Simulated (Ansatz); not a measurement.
Relaxation of CH5LiN (8 atoms, charge 1, multiplicity 1), to a largest force component of 0.02 eV/Å in at most 40 steps.

These are results of RKS LDA/def2-SVP (Ansatz), not measurements.

```xyz
8
Properties=species:S:1:pos:R:3
Li -0.259 0.126 -2.193
C 0.112 -0.566 0.478
N -0.113 0.665 -0.313
H 0.239 -0.340 1.540
H 1.012 -1.071 0.127
H -0.740 -1.236 0.370
H 0.668 1.288 -0.107
H -0.920 1.133 0.098
```

Where does it end, and by what steps?

The forces met the threshold. Limits of this set-up: the dipole of an ion depends on the origin. After 4 steps the energy has fallen by 0.052 eV; Li1 moved furthest, 0.11 Å.

```json
{"step": "0", "energy less start (eV)": "0.0000", "largest force component (eV/Å)": "0.991", "accepted": "yes"}
{"step": "1", "energy less start (eV)": "-0.0456", "largest force component (eV/Å)": "0.457", "accepted": "yes"}
{"step": "2", "energy less start (eV)": "-0.0512", "largest force component (eV/Å)": "0.097", "accepted": "yes"}
{"step": "3", "energy less start (eV)": "-0.0515", "largest force component (eV/Å)": "0.025", "accepted": "yes"}
{"step": "4", "energy less start (eV)": "-0.0515", "largest force component (eV/Å)": "0.003", "accepted": "yes"}
```

```xyz
8
Properties=species:S:1:pos:R:3
Li -0.295 0.227 -2.214
C 0.117 -0.571 0.499
N -0.102 0.631 -0.325
H 0.230 -0.342 1.580
H 1.037 -1.101 0.173
H -0.736 -1.273 0.393
H 0.676 1.293 -0.153
H -0.927 1.136 0.045
```

Time of the run: 2.6 s on 1 CPU thread of a shared host.
